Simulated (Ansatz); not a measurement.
Elements on the sites of an ideal fcc lattice, at a guessed lattice constant:

```
CELL_PARAMETERS angstrom
-3.99478 3.99478 -3.99478
3.99478 3.99478 3.99478
3.99478 -3.99478 -3.99478
ATOMIC_POSITIONS crystal
Al 0.25000 0.00000 0.75000
Al 0.00000 0.25000 0.75000
Al 0.50000 0.00000 0.50000
Al 0.75000 0.50000 0.75000
Al 0.50000 0.75000 0.75000
Al 0.00000 0.50000 0.50000
Al 0.75000 0.00000 0.25000
Al 0.50000 0.25000 0.25000
Al 0.75000 0.75000 0.50000
Al 0.00000 0.00000 0.00000
Al 0.00000 0.75000 0.25000
Al 0.75000 0.25000 0.00000
Al 0.25000 0.75000 0.00000
V 0.25000 0.25000 0.50000
V 0.25000 0.50000 0.25000
V 0.50000 0.50000 0.00000
```

Cell and atoms were relaxed without symmetry on coarser meshes and computed once more. Computed with DFT PBE, scalar-relativistic, plane waves, PAW in Ansatz.

Cutoff 420 eV; k points 6×6×6 on the computed 16-atom cell (Γ-centred); Gaussian smearing, width 0.10 eV; no spin polarisation.

The relaxation ran on 2×2×2 (shifted) and then 4×4×4 k points with a smearing of 0.1 eV, from sites shaken by 0.02 Å.

What does the relaxation give?

A volume of 15.53 Å³/atom and no gap on the mesh. It lies 0.08 eV/atom below the elements' standard states (static lattices, no corrections for gases). The atoms leave their sites by 0.07 Å (root mean square) and 0.09 Å at most, and the cell stretches by up to 0.3 % at fixed volume.

```
Al V
1.0
    -3.95979    3.95986   -3.94712
     3.94647    3.96032    3.96089
     3.97351   -3.97364   -3.97459
Al V
13 3
Direct
  0.25377 0.01169 0.74798
  0.00665 0.25221 0.75367
  0.48597 0.99183 0.49331
  0.73744 0.49534 0.75292
  0.49687 0.74243 0.74716
  0.00921 0.49528 0.49429
  0.75722 0.99184 0.25042
  0.49692 0.25223 0.25046
  0.73748 0.73982 0.48530
  0.00927 0.01167 0.01562
  0.00015 0.74897 0.25045
  0.75722 0.26314 0.00751
  0.25363 0.73981 0.00641
  0.25548 0.25957 0.50576
  0.25549 0.49364 0.25038
  0.48948 0.49368 0.99518
```

Cost: 2 runs of about 3.8 core-minutes in all (earlier runs that led there not counted), on Arm Neoverse V1 (shared hosts).